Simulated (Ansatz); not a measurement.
A nudged elastic band was laid between two geometries of H5NSSi (8 atoms, charge 0, multiplicity 1).

The calculation used RKS PBE0/def2-SVP (Ansatz).

| Quantity | Value |
| --- | --- |
| movable images | 7 |
| climbing image | yes |
| spring | 5.0 eV/Å² |
| optimiser | quadratic models (default) |
| start path | through a guess of the saddle point |
| force threshold | 0.03 eV/Å |
| iteration limit | 60 |
| end points | relaxed |

Image 0:

```xyz
8
Properties=species:S:1:pos:R:3
N -0.724 0.569 -1.141
Si 0.449 0.102 0.028
S -0.394 -1.224 1.520
H -1.046 -0.105 -1.828
H -1.468 1.206 -0.883
H 0.960 1.333 0.700
H 1.563 -0.595 -0.679
H 0.753 -1.345 2.227
```

Image 8:

```xyz
8
Properties=species:S:1:pos:R:3
N -0.718 0.496 -1.148
Si 0.430 0.186 0.093
S -0.366 -1.058 1.679
H -1.210 -0.259 -1.611
H -1.283 1.337 -1.109
H 0.832 1.529 0.603
H 1.624 -0.545 -0.425
H 0.783 -1.743 1.863
```

Which bonds break or form, and what moves?

No bond is made or broken. The height of N1 over the plane of its neighbours goes from 0.21 to 0.19 Å.

What energy profile does the band end with?

The forces met the threshold. The highest image is number 0 of 0 to 8, 0.000 eV above the first end and 0.007 eV above the last; the last end lies 0.007 eV below the first. The highest image is an end point: on this band no image between the ends rises above it.

```
image  path coordinate (Å)  energy (eV)  height of N1 over the plane of its neighbours (Å)
    0                 0.00        0.000                                               0.21
    1                 0.04        0.000                                               0.21
    2                 0.16        0.000                                               0.21
    3                 0.27       -0.001                                               0.21
    4                 0.39       -0.002                                               0.21
    5                 0.50       -0.004                                               0.20
    6                 0.62       -0.005                                               0.20
    7                 0.73       -0.006                                               0.19
    8                 0.85       -0.007                                               0.19
```

The run took 3.4 min on 1 thread of Arm Neoverse V2, on a shared host, peak memory 0.16 GiB.
